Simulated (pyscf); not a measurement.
PySCF, gas phase, ωB97X-D3(BJ)/def2-SVP geometries.

`[F][B]([F])[F]` + `[CH3][Al]([CH3])[Cl]` → `[CH3][B]([F])[F]` + `[CH3][Al]([F])[Cl]`
Surface: singlet. Broken: B–F, Al–C. Formed: B–C, Al–F. Give ΔE‡ and ΔE from ωB97M-D3(BJ)/def2-TZVP, relative to the separated reactants.

ΔE‡ = -0.07 eV, ΔE = -0.62 eV. Zero-point energy shifts the barrier by +0.04 eV. It is a four-centre exchange, with an imaginary mode of 206i cm⁻¹. On the reactant side the descent ends in an adduct with a Al–F contact, 0.23 eV under the separated species and 0.10 eV under the saddle at ωB97X-D3(BJ)/def2-TZVP. At ωB97M-D3(BJ) the saddle lies under the separated reactants, which points to a path from their complex (located at ωB97X-D3(BJ) alone). What is counted as formed (Al–F) is already present as a longer contact in the reactant adduct; forming that adduct is a step of its own. This is the saddle that the search found; another between the same sides may lie lower.
